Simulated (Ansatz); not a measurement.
A displaced shape of singlet BH4(-):

```xyz
5

B    -0.0246   -0.0428    0.0080
H     0.7247    0.7725    0.7167
H     0.7156   -0.7049   -0.6769
H    -0.6858    0.6923   -0.7363
H    -0.7649   -0.7066    0.7012
```

It was optimised with HF/def2-SVP in Ansatz (development build ahead of 0.2.0) to forces under 0.001 eV/Å, with restricted orbitals. Each step stands on the lowest determinant of that kind that the program's search found.

Q: What shape does it relax to, and how does the optimisation go?

A:

```
atom    x (Å)    y (Å)    z (Å)
   B  -0.0070   0.0021   0.0025
   H   0.6990   0.7413   0.7278
   H   0.7338  -0.7381  -0.6861
   H  -0.7111   0.7098  -0.7552
   H  -0.7496  -0.7046   0.7236
```

Bond lengths: B1–H2 1.253 Å, B1–H3 1.253 Å, B1–H4 1.253 Å, B1–H5 1.253 Å. Angles: H2–B1–H3 109.5°, H2–B1–H4 109.5°, H2–B1–H5 109.5°, H3–B1–H4 109.5°, H3–B1–H5 109.5°, H4–B1–H5 109.5°.

| step | E − E(start) (eV) | largest force (eV/Å) |
| --- | --- | --- |
| 1 | 0.0000 | 1.6866 |
| 2 | -0.0726 | 0.4972 |
| 3 | -0.0865 | 0.0649 |
| 4 | -0.0867 | 0.0063 |
| 5 | -0.0867 | 0.0006 |

The optimisation ended after 5 steps with its threshold met. Caution: no diffuse functions for an anion.
